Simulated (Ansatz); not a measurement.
# C6H5 radical: a ladder of functionals and wavefunction methods

Aim: compute C6H5 radical with functionals from several rungs and with coupled cluster. The yardstick is the atomisation energy at the CCSD(T) limit.

Method: functionals in def2-TZVPP, the program's frozen cores in correlated methods; program: Ansatz 0.2.0, Gaussian basis.

The runs, in order: LDA (SPW92), PBE-D4, revPBE-D4, BLYP-D4, r2SCAN-D4, B97M-V, PBE0-D4, B3LYP-D4, r2SCANh-D4, r2SCAN0-D4, HSE06-D4, BHLYP-D4, CAM-B3LYP-D4, LC-ωPBE, ωB97X-V, ωB97M-V, B2PLYP, PBE-QIDH; CCSD(T)/def2-SVP; CCSD(T)/def2-TZVPP; MP2/def2-QZVPP; extrapolation to the limit; RPA on PBE.

**1. Structure used throughout**

The geometry comes from an earlier relaxation with PBE0-D4 in a triple-zeta def2 set; it is a stationary point, not always the lowest conformer.

SMILES `[c]1ccccc1`, 11 atoms, charge 0, spin multiplicity 2.

Atoms are counted from 1 here; the program's logs count them from 0.

Bond lengths: C1–C2 1.368 Å, C1–C6 1.368 Å, C2–C3 1.395 Å, C2–H7 1.084 Å, C3–C4 1.388 Å, C3–H8 1.085 Å, C4–C5 1.388 Å, C4–H9 1.084 Å, C5–C6 1.395 Å, C5–H10 1.085 Å, C6–H11 1.084 Å. Angles: C2–C1–C6 126.0°, C1–C2–C3 116.5°, C1–C2–H7 122.4°, C3–C2–H7 121.1°, C2–C3–C4 120.2°, C2–C3–H8 119.7°, C4–C3–H8 120.1°, C3–C4–C5 120.7°, C3–C4–H9 119.7°, C5–C4–H9 119.7°, C4–C5–C6 120.2°, C4–C5–H10 120.1°, C6–C5–H10 119.7°, C1–C6–C5 116.5°, C1–C6–H11 122.4°, C5–C6–H11 121.1°.

As a file:

```tsv
atom	x (Å)	y (Å)	z (Å)
C1	-0.2560	-0.8143	-1.2912
C2	0.2466	-1.5013	-0.2199
C3	0.4785	-0.7614	0.9396
C4	0.2014	0.5987	0.9669
C5	-0.3082	1.2405	-0.1537
C6	-0.5484	0.5220	-1.3249
H7	0.4576	-2.5639	-0.2579
H8	0.8765	-1.2540	1.8204
H9	0.3847	1.1653	1.8725
H10	-0.5215	2.3037	-0.1226
H11	-0.9460	1.0078	-2.2086
```

**2. LDA**

This LDA is Slater exchange with PW92 correlation.

Input file in.yaml:

```yaml
crystal:
  periodic: [false, false, false]
  atoms:
    - {symbol: C, position_ang: [-0.255971, -0.814266, -1.291159]}
    - {symbol: C, position_ang: [0.246625, -1.501308, -0.219940]}
    - {symbol: C, position_ang: [0.478499, -0.761404, 0.939628]}
    - {symbol: C, position_ang: [0.201422, 0.598716, 0.966940]}
    - {symbol: C, position_ang: [-0.308159, 1.240517, -0.153713]}
    - {symbol: C, position_ang: [-0.548409, 0.521951, -1.324938]}
    - {symbol: H, position_ang: [0.457558, -2.563924, -0.257939]}
    - {symbol: H, position_ang: [0.876517, -1.254033, 1.820419]}
    - {symbol: H, position_ang: [0.384741, 1.165291, 1.872466]}
    - {symbol: H, position_ang: [-0.521520, 2.303723, -0.122626]}
    - {symbol: H, position_ang: [-0.946003, 1.007838, -2.208639]}
basis:
  gaussian: {orbitals: def2-TZVPP}
magnetization: {spin_polarized: true, initial_magnetization: 1}
hamiltonian: {xc: lda}
output: {orbitals: {seedname: orbitals}}
```

Launch:

```sh
$ ansatz run in.yaml --threads 2 --pin off --events-out ev --progress --plain --max-ram 32768MiB --backend cpu
```

After this run come: PBE-D4 (GGA); revPBE-D4 (GGA); BLYP-D4 (GGA); r2SCAN-D4 (meta-GGA); B97M-V (meta-GGA); PBE0-D4 (hybrid); B3LYP-D4 (hybrid); r2SCANh-D4 (hybrid); r2SCAN0-D4 (hybrid); HSE06-D4 (hybrid); BHLYP-D4 (hybrid); CAM-B3LYP-D4 (range-separated); LC-ωPBE (range-separated); ωB97X-V (range-separated); ωB97M-V (range-separated); B2PLYP (double hybrid); PBE-QIDH (double hybrid); CCSD(T) in def2-SVP; CCSD(T) in def2-TZVPP; MP2 in def2-QZVPP; RPA on PBE orbitals.

**Question.** What will the summary of the whole plan be? Wanted: atomisation energy, CCSD(T)/CBS; farthest beyond LDA; mean size of error, GGA; mean size of error, meta-GGA; mean size of error, hybrid; mean size of error, range-separated; mean size of error, double hybrid; gap, smallest and largest; T1 diagnostic.

The runs gave:

```
                               quantity                                      value
        atomisation energy, CCSD(T)/CBS                            1241.3 kcal/mol
functionals within 6.2 kcal/mol (0.5 %)                         r2SCAN0-D4, B2PLYP
                    farthest beyond LDA                    PBE-D4 (+60.6 kcal/mol)
                mean size of error, GGA                              34.5 kcal/mol
           mean size of error, meta-GGA                              20.2 kcal/mol
             mean size of error, hybrid                              21.7 kcal/mol
    mean size of error, range-separated                              11.5 kcal/mol
      mean size of error, double hybrid                               9.0 kcal/mol
              gap, smallest and largest  1.74 eV (LDA (SPW92)), 10.50 eV (LC-ωPBE)
                          T1 diagnostic                                     0.0450
triples share of the correlation energy                                      5.2 %
```

The LDA atomisation energy is off by 206.4 kcal/mol (17 %): it overbinds. PBE-D4 misses by +60.6 kcal/mol. Double hybrids carry the basis error of their MP2 part in triple zeta, and no dispersion term here, so their miss is partly the set-up's. By mean error the best rung here is double hybrid (9.0 kcal/mol) and the worst beyond LDA is GGA (34.5 kcal/mol). The gap between the best rungs is small, so their order is not settled. Misses under about 6.2 kcal/mol are within the doubt on the reference itself, which lacks core-valence correlation, relativity and higher excitations. Hartree-Fock recovers 75 % of the binding; the rest is correlation. CCSD(T) in def2-SVP is off by -39.2 kcal/mol, which most functionals beat. The gap grows from 1.7 to 10.5 eV across the functionals, mostly with the share of exact exchange. The UHF reference is spin-contaminated (⟨S²⟩ = 1.32 against 0.75).
